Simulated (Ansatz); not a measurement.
# doublet C2H5O: levels of theory in one basis

```xyz
8

C     1.0264   -0.5541    0.0152
C    -0.0110    0.6166   -0.0006
O    -1.2387    0.0011    0.0211
H     0.1298    1.2278    0.9049
H     0.1268    1.1946   -0.9163
H     2.0430   -0.1816   -0.0058
H     0.8811   -1.1837    0.9155
H     0.8880   -1.1634   -0.8869
```

Basis set: cc-pVTZ (spherical functions). Correlated methods keep 3 orbitals frozen. Correlation on ROHF uses semicanonical orbitals with singles. Charge 0, multiplicity 2.

Computed with Ansatz (development build ahead of 0.2.0); each method stands on the lowest determinant of its kind that the runs found.

```csv
method,E − E(ROHF) (eV),<S²> of the determinant
ROHF,0.00,0.75
UHF,-0.15,0.76
ROHF-MP2,-14.91,–
UHF-MP2,-14.90,0.76
```

(1) Is a single determinant a sound starting point here?

## Answers

(1) By this sign, yes. Unrestricted orbitals gain 0.15 eV and <S²> is 0.76 against 0.75 for a pure state.
